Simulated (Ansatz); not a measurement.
`CCCCF` + H₂ → `CCCC` + H–F at 298.15 K and 1 bar (hydrogenolysis of a C–F bond).

Computed with Ansatz on PBE0-D4/def2-TZVP structures; ΔE is electronic, products minus reactants. CCSD(T)/CBS adds triple-zeta CCSD(T) − MP2 to the extrapolated MP2 energy (def2 sets, frozen cores). This one scheme is used for every species. Each species was taken in one conformer, which may not be the lowest.

```csv
species,CCSD(T)/CBS energy (Eh),H − E (kJ/mol),S (J/(mol·K))
`CCCCF`,-257.42327,348.0,326.5
H₂,-1.17544,35.1,130.4
`CCCC`,-158.24160,364.2,300.4
H–F,-100.39570,33.5,173.6
```

H − E and S are ideal-gas, rigid-rotor, harmonic terms from PBE0-D4/def2-TZVP, for one conformer and one mirror image of each species. The MP2-based limit puts H₂ 0.8 mEh under its directly extrapolated value; such offsets cancel only in part. 1 Eh = 2625.50 kJ/mol, R = 8.31446 J/(mol·K).

Q: By hand: ΔE, ΔH, ΔS and ΔG.

A: ΔE = (-158.24160) + (-100.39570) − (-257.42327) − (-1.17544) = -0.03859 Eh = -101.3 kJ/mol. Δ(H − E) = 364.2 + 33.5 − 348.0 − 35.1 = 14.6, so ΔH = -86.7 kJ/mol. ΔS = 300.4 + 173.6 − 326.5 − 130.4 = 17.1 J/(mol·K). ΔG = -86.7 − 298.15 × (17.1)/1000 = -91.8 kJ/mol.

Q: By hand: the equilibrium constant, and the temperature at which ΔG would vanish if ΔH and ΔS stayed fixed.

A: log₁₀ K = −ΔG/(RT ln 10) = 16.1. ΔH and −TΔS have one sign here, so there is no such temperature.

ΔH outweighs TΔS. A doubt of 5 kJ/mol in ΔE shifts log₁₀ K by 0.9 here. Other conformers and mirror images would add mixing entropy, several J/(mol·K) or more a flexible species. These are equilibria of isolated gas molecules and say nothing of rates. Largest T1 diagnostic: 0.009 (customary marks: 0.02 for closed shells, 0.045 for open ones).
